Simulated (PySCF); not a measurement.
Functional dependence of a UV spectrum

CH3F.
SMILES: `CF`

Linear-response calculations in the def2-SVPD basis (PySCF; singlets by full response, triplets Tamm–Dancoff, core orbitals frozen in the response; HF means time-dependent Hartree–Fock). 'Strongest' is the level of largest summed f among the singlets computed (10 roots, of which the last may lack a degenerate partner); it can jump between rows when another state enters that window. S1 is the lowest singlet of each run and needn't be the same state throughout; f(S1) is that of one state. Isolated species at its PBE0-D3(BJ)/def2-SVP geometry, gas phase.

```json
{"functional": "LDA", "kind": "LDA", "S1 (eV)": "8.42", "f(S1)": "0.028", "strongest (eV)": "10.60", "T1 (eV)": "8.24", "HOMO (eV)": "-8.16", "gap (eV)": "8.37", "ionisation energy, ΔSCF (eV)": "12.81"}
{"functional": "PBE", "kind": "GGA", "S1 (eV)": "8.33", "f(S1)": "0.024", "strongest (eV)": "10.50", "T1 (eV)": "8.10", "HOMO (eV)": "-8.08", "gap (eV)": "8.28", "ionisation energy, ΔSCF (eV)": "12.68"}
{"functional": "B3LYP", "kind": "global hybrid, 20% exact exchange", "S1 (eV)": "9.04", "f(S1)": "0.032", "strongest (eV)": "11.29", "T1 (eV)": "8.78", "HOMO (eV)": "-9.65", "gap (eV)": "10.18", "ionisation energy, ΔSCF (eV)": "13.05"}
{"functional": "BHandHLYP", "kind": "global hybrid, 50% exact exchange", "S1 (eV)": "9.96", "f(S1)": "0.043", "strongest (eV)": "12.36", "T1 (eV)": "9.55", "HOMO (eV)": "-11.67", "gap (eV)": "12.92", "ionisation energy, ΔSCF (eV)": "13.24"}
{"functional": "CAM-B3LYP", "kind": "range-separated hybrid", "S1 (eV)": "9.31", "f(S1)": "0.027", "strongest (eV)": "11.64", "T1 (eV)": "8.99", "HOMO (eV)": "-11.43", "gap (eV)": "12.85", "ionisation energy, ΔSCF (eV)": "13.15"}
{"functional": "wB97X-D", "kind": "range-separated hybrid", "S1 (eV)": "9.61", "f(S1)": "0.033", "strongest (eV)": "11.91", "T1 (eV)": "9.37", "HOMO (eV)": "-11.87", "gap (eV)": "14.37", "ionisation energy, ΔSCF (eV)": "13.09"}
{"functional": "LC-wPBE", "kind": "range-separated hybrid", "S1 (eV)": "9.68", "f(S1)": "0.020", "strongest (eV)": "12.02", "T1 (eV)": "9.26", "HOMO (eV)": "-12.74", "gap (eV)": "15.22", "ionisation energy, ΔSCF (eV)": "13.20"}
{"functional": "HF", "kind": "Hartree–Fock", "S1 (eV)": "11.08", "f(S1)": "0.089", "strongest (eV)": "11.08", "T1 (eV)": "10.28", "HOMO (eV)": "-14.38", "gap (eV)": "17.05", "ionisation energy, ΔSCF (eV)": "not settled"}
```

**Question.** What does PBE0 (global hybrid, 25% exact exchange) give?

**Answer.** S1 (eV) 9.31, f(S1) 0.034, strongest (eV) 11.59, T1 (eV) 8.98, HOMO (eV) -9.90, gap (eV) 10.77, ionisation energy, ΔSCF (eV) 13.00. S1 runs from 8.33 eV (PBE) to 11.08 eV (HF), a spread of 2.76 eV, while the orbital gap spreads over 8.8 eV. Along PBE (0%), B3LYP (20%), PBE0 (25%), BHandHLYP (50%), HF (100%) S1 rises with the share of exact exchange. −ε(HOMO) comes closest to its own ΔSCF ionisation energy with LC-wPBE (-0.46 eV) and misses most with LDA (-4.65 eV). 'Not settled' means that the ion's SCF failed to converge or may have ended in another state than the lowest.
